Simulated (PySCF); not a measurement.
Species: diaminoborane, BH₅N₂.
Structure used (PBE0-D3(BJ)/def2-SVP), in Å, numbered top down from 1:
```
atom  x, y, z in Å
N1    -1.2902   -0.0652   -0.1199
B2     0.0304   -0.3970    0.2522
N3     1.1473    0.4130   -0.0463
H4    -2.0726   -0.6599    0.1060
H5    -1.5489    0.7709   -0.6254
H6     0.2149   -1.4313    0.8597
H7     2.0824    0.1549    0.2289
H8     1.0990    1.2893   -0.5477
```

Method used: core-valence-separated Tamm–Dancoff BHandHLYP/aug-pcX-1 (pcseg-1 on H) in PySCF, non-relativistic, gas phase, PBE0-D3(BJ)/def2-SVP geometry. The energies are unshifted.

The lowest roots of each edge with f over 0.003 (five at most, numbered afresh; weaker and dark ones are left out), with transition dipoles (au) in the frame of the coordinates:

```csv
root,edge,E (eV),μx,μy,μz
1,N,398.96,0.0320,-0.0045,0.0064
2,N,398.96,0.0124,0.0225,-0.0106
3,N,399.83,-0.0114,0.0132,0.0492
4,N,399.83,0.0070,-0.0259,-0.0444
5,N,399.84,-0.0364,-0.0032,-0.0148
6,B,188.45,0.0164,-0.0654,-0.1161
7,B,190.19,-0.0058,0.0324,-0.0192
8,B,190.74,0.0071,-0.0395,0.0233
9,B,191.40,0.0039,-0.0148,-0.0259
10,B,192.46,0.0279,0.0055,0.0008
```

What are the oscillator strengths?

f = (2/3) ΔE |μ|², with ΔE in hartree (27.2114 eV):

```
root  ΔE (Eh)  |μ|² (au)      f  core hole on
   1  14.6617   0.001086  0.011         N1/N3
   2  14.6617   0.000774  0.008         N1/N3
   3  14.6933   0.002721  0.027         N1/N3
   4  14.6934   0.002691  0.026         N1/N3
   5  14.6938   0.001551  0.015         N1/N3
   6   6.9255   0.018017  0.083            B2
   7   6.9894   0.001448  0.007            B2
   8   7.0095   0.002153  0.010            B2
   9   7.0336   0.000905  0.004            B2
  10   7.0729   0.000810  0.004            B2
```

What is the unit vector of the normal of the molecular plane, and which share of each root's |μ|² lies along it?

(0.12, -0.49, -0.87), up to sign.

| root | core hole on | share along it | final orbital under reflection in the plane |
| --- | --- | --- | --- |
| 1 | N1/N3 | 0.00 | even |
| 2 | N1/N3 | 0.00 | even |
| 3 | N1/N3 | 0.93 | – |
| 4 | N1/N3 | 1.00 | odd |
| 5 | N1/N3 | 0.06 | – |
| 6 | B2 | 1.00 | odd |
| 7 | B2 | 0.00 | even |
| 8 | B2 | 0.00 | even |
| 9 | B2 | 1.00 | odd |
| 10 | B2 | 0.00 | even |

The 1s orbitals of atoms in the plane are even under the reflection, so light polarised along the normal reaches odd orbitals alone (the out-of-plane π set) and light polarised in the plane even ones.

For fixed molecules, how does the intensity of root 4 change when the electric field is turned 20° away from the normal of the molecular plane?

Intensity goes as (E·μ)², and μ lies along that direction, so it falls to cos²20° = 0.88 of its maximum; it vanishes at 90°.

Molecules are fixed in this frame and the field points along (1, 1, 0)/√2. What effective strengths 3 f cos²θ do the roots have (θ between field and μ)?

root 1 (N1/N3): 0.011, root 2 (N1/N3): 0.018, root 3 (N1/N3): 0.000, root 4 (N1/N3): 0.005, root 5 (N1/N3): 0.023, root 6 (B2): 0.017, root 7 (B2): 0.005, root 8 (B2): 0.007, root 9 (B2): 0.001, root 10 (B2): 0.008. Root 5 is the strongest. Averaged over all orientations cos²θ is 1/3, which gives f back. For degenerate partners only the sum has meaning, as the program may mix them freely.

Hardware: an Arm Neoverse V1 with one thread, shared host with 32 logical CPUs at a one-minute load of 18. Cost: 2.7 s, 0.46 GiB resident at most.
